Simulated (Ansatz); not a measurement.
**One shape, several levels: [BH4]− (borohydride)**

We compute a comparison of 6 runs (PBE0/6-31G, MP2/6-31G, UMP2/6-31G, CCSDTQ/3-21G, CCSD/6-31G, CCSD(T)/6-31G) of [BH4]− (borohydride). 

The results are computed with Ansatz 0.2.0.

5 further runs of the same task are left out: 4 that didn't finish, 1 set aside as unsound or not needed.

**1. The system as given**

The species is [BH4]− (5 atoms), meant as a singlet with charge -1. As SMILES, `[BH4-]`. The H2–B1 distance was set to 3.070 Å, away from the relaxed value. At this shape a bond of the SMILES string is far longer than usual.

Bond lengths: B1–H3 1.229 Å, B1–H4 1.229 Å, B1–H5 1.229 Å. Angles: H3–B1–H4 109.5°, H3–B1–H5 109.4°, H4–B1–H5 109.5°.

**2. A single-point energy at PBE0/6-31G (run 1)**

input.yaml

```yaml
crystal:
  periodic: [false, false, false]
  atoms:
    - {symbol: B, position_ang: [-1.025238, -1.495087, -0.326809]}
    - {symbol: H, position_ang: [0.683660, 0.997010, 0.217690]}
    - {symbol: H, position_ang: [-0.298998, -2.483747, -0.393769]}
    - {symbol: H, position_ang: [-1.625748, -1.355557, -1.390059]}
    - {symbol: H, position_ang: [-1.835028, -1.643637, 0.586151]}
basis:
  gaussian:
    orbitals: 6-31G
total_charge: -1
hamiltonian:
  xc: {name: PBE0}
accuracy: high
```

The run is started by

```bash
$ ansatz run input.yaml --threads 1 --pin off --max-ram 2610MiB --events-out events.jsonl --progress --plain --runs-dir runs
```

What it wrote:

```text
Warning: RAYON_NUM_THREADS=1 ignored (pool sized by the plan → 1); use --threads N
Functional definition: PBE0
  name "PBE0"
  parameter a = 0.25
  parameter kappa = 0.804
  parameter beta = 0.06672455060314922
  exchange = (1 - a)*pbe_x(kappa = kappa, mu = beta*pi^2/3) + a*exact_x
  correlation = pbe_c(beta = beta)
408 factors; integrals over basis functions are off by at most 4.5e-9 eV
mean field evaluation 1: about -734.2150 eV, gradient 1.5e1 eV
mean field evaluation 2: about -719.6423 eV, gradient 4.4e1 eV
mean field evaluation 4: about -736.1089 eV, gradient 8.8e-1 eV
mean field evaluation 8: about -736.1027 eV, gradient 8.5e-2 eV
mean field evaluation 16: about -736.1028 eV, gradient 1.0e-8 eV
mean field -736.10275495 eV, -27.0512772961 hartree, gradient 4.7e-8 eV, S^2 0.000000; 0 other end points of the search recorded, 0 dependent functions left out
reference -736.10275656 eV, -27.0512773552 hartree; 5, 5 occupied and 12, 12 virtual orbitals, 408 factors
Total energy: -736.10275656 eV, -27.0512773552 hartree
```

It took 0.73 s on 1 thread of Intel Xeon Platinum 8259CL at 2.50GHz (Skylake/Cascade Lake), shared host; peak memory 0.1 GiB.

**3. A single-point energy at MP2/6-31G (run 2)**

job.yaml

```yaml
basis:
  gaussian:
    orbitals: 6-31G
crystal:
  periodic: [false, false, false]
  atoms:
    - {symbol: B, position_ang: [-1.025238, -1.495087, -0.326809]}
    - {symbol: H, position_ang: [0.683660, 0.997010, 0.217690]}
    - {symbol: H, position_ang: [-0.298998, -2.483747, -0.393769]}
    - {symbol: H, position_ang: [-1.625748, -1.355557, -1.390059]}
    - {symbol: H, position_ang: [-1.835028, -1.643637, 0.586151]}
total_charge: -1
correlation:
  method: mp2
  frozen_orbitals: {B: 1, H: 0}
accuracy: high
```

The run is started by

```bash
$ ansatz run job.yaml --threads 1 --pin off --max-ram 2610MiB --events-out events.jsonl --progress --plain --runs-dir runs
```

What it wrote:

```text
Warning: RAYON_NUM_THREADS=1 ignored (pool sized by the plan → 1); use --threads N
Functional definition: HF
  name "HF"
  exchange = exact_x
  correlation = 0
408 factors; integrals over basis functions are off by at most 4.5e-9 eV
mean field evaluation 1: about -727.8685 eV, gradient 1.8e1 eV
mean field evaluation 2: about -727.8652 eV, gradient 1.8e1 eV
mean field evaluation 4: about -729.6837 eV, gradient 1.2e0 eV
mean field evaluation 8: about -729.6923 eV, gradient 6.4e-4 eV
mean field -729.69227436 eV, -26.8156964797 hartree, gradient 1.8e-8 eV, S^2 0.000000; 0 other end points of the search recorded, 0 dependent functions left out; unrestricted orbitals would lower it
mean field evaluation 16: about -730.0452 eV, gradient 1.6e-1 eV
1 core orbitals not correlated: weight in the atoms' cores, before any rotation towards them, 1.000 or more for the frozen orbitals, at most 0.000 for the correlated occupied ones
reference -729.69227436 eV, -26.8156964797 hartree; 4, 4 occupied and 12, 12 virtual orbitals, 408 factors
second order -2.06577166 eV of doubles, -0.00000000 eV of singles
Total energy: -731.75804602 eV, -26.8916121878 hartree
```

Wall time 0.16 s (1 thread of Intel Xeon Platinum 8259CL at 2.50GHz (Skylake/Cascade Lake), shared host).

Runs 3 to 5 aren't shown in full; the table further down has their settings and results.

**4. The energy at CCSD(T)/6-31G (run 6)**

molecule.yaml

```yaml
crystal:
  periodic: [false, false, false]
  atoms:
    - symbol: B
      position_ang: [-1.025238, -1.495087, -0.326809]
    - symbol: H
      position_ang: [0.683660, 0.997010, 0.217690]
    - symbol: H
      position_ang: [-0.298998, -2.483747, -0.393769]
    - symbol: H
      position_ang: [-1.625748, -1.355557, -1.390059]
    - symbol: H
      position_ang: [-1.835028, -1.643637, 0.586151]
basis:
  gaussian: {orbitals: 6-31G}
total_charge: -1
scf: {omitted_lower_state_checks: [cluster_reference, increment]}
correlation: {method: ccsd_t, frozen_orbitals: {B: 1, H: 0}}
accuracy: high
```

The run is started by

```bash
$ ansatz run molecule.yaml --threads 1 --pin off --max-ram 2610MiB --events-out events.jsonl --progress --plain --runs-dir runs
```

What it wrote (excerpt; [...] marks lines left out):

```text
Warning: RAYON_NUM_THREADS=1 ignored (pool sized by the plan → 1); use --threads N
[... 2 set-up lines as earlier in the session ...]
[...]
408 factors; integrals over basis functions are off by at most 4.5e-9 eV
[...]
mean field -729.69227436 eV, -26.8156964797 hartree, gradient 1.8e-8 eV, S^2 0.000000; 0 other end points of the search recorded, 0 dependent functions left out; unrestricted orbitals would lower it
1 core orbitals not correlated: weight in the atoms' cores, before any rotation towards them, 1.000 or more for the frozen orbitals, at most 0.000 for the correlated occupied ones
reference -729.69227436 eV, -26.8156964797 hartree; 4, 4 occupied and 12, 12 virtual orbitals, 408 factors
second order -2.06577166 eV of doubles, -0.00000000 eV of singles
cycle   1  -2.47293820 eV  change   -4.1e-1 eV  update   1.1e-1
[...]
cycle  25  -2.95553504 eV  change  -3.2e-10 eV  update  1.1e-10
perturbative correction -0.15155967 eV, -0.0055697150 hartree
Total energy: -732.79936907 eV, -26.9298801041 hartree
Checks for a lower state left out: cluster_reference, increment
```

It took 0.22 s on 1 thread of Intel Xeon Platinum 8259CL at 2.50GHz (Skylake/Cascade Lake), shared host.

**5. All runs side by side**

| run | level | frozen core orbitals | energy (Eh) | wall time |
| --- | --- | --- | --- | --- |
| 1 | PBE0/6-31G | – | -27.051277 | 0.73 s |
| 2 | MP2/6-31G | 1 | -26.891612 | 0.16 s |
| 3 | UMP2/6-31G | 1 | -26.894426 | 0.22 s |
| 4 | CCSDTQ/3-21G | 1 | -26.785820 | 7.5 s |
| 5 | CCSD/6-31G | 1 | -26.924310 | 0.22 s |
| 6 | CCSD(T)/6-31G | 1 | -26.929880 | 0.22 s |

**6. Results**

```
                                         quantity         value
                              run 6: total energy  -26.92988 Eh
run 6: correlation energy (1 core orbital frozen)    -114.2 mEh
                            run 6: (T) correction     -5.57 mEh
                             run 6: T1 diagnostic         0.081
```

In words: In runs 5, 6 the T1 diagnostic is large, so a single reference may not serve. In runs 2, 4, 5, 6 the log says that unrestricted orbitals would lower the reference, so the values rest on an unstable closed-shell determinant (other closed-shell runs at this shape may share the fault). Spin contamination of the reference: run 3 ⟨S²⟩ = 0.74. Where it is this large, the reference is a mixture of spin states, and values that rest on it are in doubt. All runs together took 9.1 s, the longest 7.5 s.
